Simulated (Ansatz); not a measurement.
Isolated molecules relaxed with PBE0-D4/def2-TZVP in Ansatz; ΔE leaves out vibrations. CCSD(T)/CBS is the MP2 limit (def2-TZVPP, def2-QZVPP) plus CCSD(T) − MP2 in def2-TZVPP, frozen cores. This one scheme is used for every species. One conformer a species, not always the lowest.

`CCCOCF` + CH₃OH → `CCCOC` + `OCF`  (substitution at a C–O bond)

| species | CCSD(T)/CBS(def2) energy (Eh) |
| --- | --- |
| `CCCOCF` | -332.58373 |
| CH₃OH | -115.61712 |
| `CCCOC` | -233.38928 |
| `OCF` | -214.81254 |

Q: Work out ΔE.

A: ΔE = (-233.38928) + (-214.81254) − (-332.58373) − (-115.61712) = -0.00097 Eh = -0.03 eV.

Largest T1 diagnostic among the species: 0.011.

Leaving LDA and LC-ωPBE aside and taking each functional with its dispersion term where it has one, the values, not all of them listed here, spread over 0.02 eV, from revPBE-D4 to ωB97X-V.
